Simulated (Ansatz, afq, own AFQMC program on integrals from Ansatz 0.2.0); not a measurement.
**Where AFQMC and coupled cluster stand for Pd⁺, doublet**

A free Pd cation.

Basis def2-SVP with its core potentials. Noble-gas cores (and the filled d shells of Ga–Kr and In–Xe) are frozen. Integrals, coupled cluster, full CI and functionals: Ansatz 0.2.0; the random walks run on the same integrals in our own AFQMC program. The CISD trial takes its coefficients from CCSD amplitudes. Released means that phaseless walkers are propagated on without the constraint, phases kept. Error bars are statistical, one sigma. No spin–orbit coupling. The metal's outer-core s and p shells are frozen, which shifts wave-function levels against functionals.

Determinant: UHF, the one that the program's search chose, which needn't be the lowest solution.

No full CI on the walks' own integrals is used here; CCSDTQ serves as the reference and is uncertain by about the last step of the cluster series.

Cautions: no spin-orbit coupling; outer-core shells of the metal frozen.

- T1 diagnostic: 0.0037
- weight of the determinant in the CISD state: 0.961
- ⟨S²⟩ of the determinant: 0.755
- size of the correlated space: 9 electrons in 27 orbitals

Reference: CCSDTQ, correlation energy -4.530 eV. The released energy is read at 4.20 1/Eh (meV from the phaseless value at times in 1/Eh: -2.6 ± 1.3 at 0.60, -3.9 ± 1.6 at 1.20, -1.8 ± 1.8 at 2.00, -3.8 ± 2.4 at 3.00, -4 ± 3 at 4.20).

| level | E − E(reference) (mEh) | share of correlation (%) |
| --- | --- | --- |
| HF | 166.47 | 0.00 |
| MP2 | 3.08 | 98.15 |
| CCSD | 3.30 | 98.02 |
| CCSD(T) | 0.10 | 99.94 |
| CCSDT | 0.11 | 99.93 |
| CCSDT(Q) | 0.05 | 99.97 |
| ph-AFQMC/CISD | 0.24 ± 0.04 | 99.85 |
| released AFQMC | 0.08 ± 0.12 | 99.95 |

CCSDT and higher add their correlation energy to the determinant of the CCSD(T) run, since their own runs factorise the integrals more tightly (a shift of under 2 meV). A walk keeps the symmetry of its determinant, which the program's search chose and which needn't be the lowest solution, so a lower state of the same spin and another symmetry isn't excluded. Released energies are given only where the last usable release times agree within the noise; a slower fall can still hide under it.
